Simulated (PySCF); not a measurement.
J couplings in C₅H₁₁F

Geometry:
| atom | x (Å) | y (Å) | z (Å) |
| --- | --- | --- | --- |
| C1 | 2.052 | 0.351 | 0.011 |
| C2 | 0.792 | -0.150 | -0.677 |
| C3 | -0.524 | 0.303 | -0.038 |
| C4 | -1.722 | -0.139 | -0.872 |
| C5 | -0.661 | -0.180 | 1.394 |
| F6 | -0.627 | -1.557 | 1.441 |
| H7 | 2.155 | -0.051 | 1.031 |
| H8 | 2.063 | 1.451 | 0.083 |
| H9 | 2.952 | 0.047 | -0.545 |
| H10 | 0.799 | -1.253 | -0.710 |
| H11 | 0.792 | 0.185 | -1.728 |
| H12 | -0.519 | 1.409 | 0.017 |
| H13 | -1.638 | 0.218 | -1.909 |
| H14 | -2.666 | 0.246 | -0.457 |
| H15 | -1.788 | -1.237 | -0.895 |
| H16 | -1.619 | 0.155 | 1.827 |
| H17 | 0.155 | 0.203 | 2.029 |

Method: B3LYP/pcJ-1 (spin–dipole term only in couplings to heteroatoms)//PBE0-D3(BJ)/def2-SVP, PySCF 2.14.0 with density-fitted response routines; isolated molecule, single conformer, non-relativistic. Couplings are averaged over pairs made equivalent by symmetry, fast rotation or ring inversion, so a value needn't be that of the named pair in this geometry, while other rotamers aren't included; one pair stands for each set, and the list holds a selection of those of at least 1.5 Hz over up to four bonds. One-bond C–F couplings come out tens of Hz too large with common functionals.

Isotopes: 13C, 19F, 1H.

```
   pair  bonds  J (Hz)
 C1, C2      1    37.1
 C1, H7      1       ?
 C2, C3      1       ?
C2, H10      1   132.2
C2, H11      1   131.6
 C3, C4      1    37.0
 C3, C5      1    39.4
C3, H12      1       ?
C4, H13      1   132.8
 C5, F6      1       ?
C5, H16      1       ?
C5, H17      1   152.9
C1, H11      2    -3.6
 C2, C5      2    -1.7
C2, H12      2       ?
C3, H10      2       ?
C3, H11      2    -3.5
C3, H13      2    -3.3
C4, H12      2    -4.3
F6, H16      2       ?
 H7, H8      2   -14.2
 C1, C4      3     4.7
C1, H12      3     2.8
 C2, F6      3     4.6
 C3, H7      3     5.2
H7, H10      3     8.3
```

**Question.** Estimate the withheld couplings, with signs.

**Answer.** 
- 1J(C1,H7) = 131.4 Hz (bond length 1.101 Å, sp3 carbon)
- 1J(C2,C3) = 35.7 Hz (bond length 1.532 Å)
- 1J(C3,H12) = 127.1 Hz (bond length 1.107 Å, sp3 carbon)
- 1J(C5,F6) = -233.7 Hz (bond length 1.378 Å)
- 1J(C5,H16) = 153.1 Hz (bond length 1.104 Å, sp3 carbon)
- 2J(C2,H12) = -4.2 Hz (angle at C3 108°)
- 2J(C3,H10) = -4.1 Hz (angle at C2 108°)
- 2J(F6,H16) = 54.6 Hz (angle at C5 108°)
